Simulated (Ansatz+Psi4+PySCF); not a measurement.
Results of a calculation; reference values are marked as such.
Input for Psi4 1.11:

```
molecule {
-1 2
C 0.000000 0.000000 0.000000
H -0.163300 -0.398400 1.001000
H 1.067700 0.009100 -0.217500
H -0.390500 1.015800 -0.054900
H -0.513800 -0.626500 -0.728600
}

set basis aug-cc-pVTZ
set reference uhf
set scf_type pk
energy('scf')
```

The input is written out from the run's settings.

Results

```yaml
Converged: yes
Total_energy: -40.18286 hartree
Spin_squared_of_the_determinant: 0.750
```
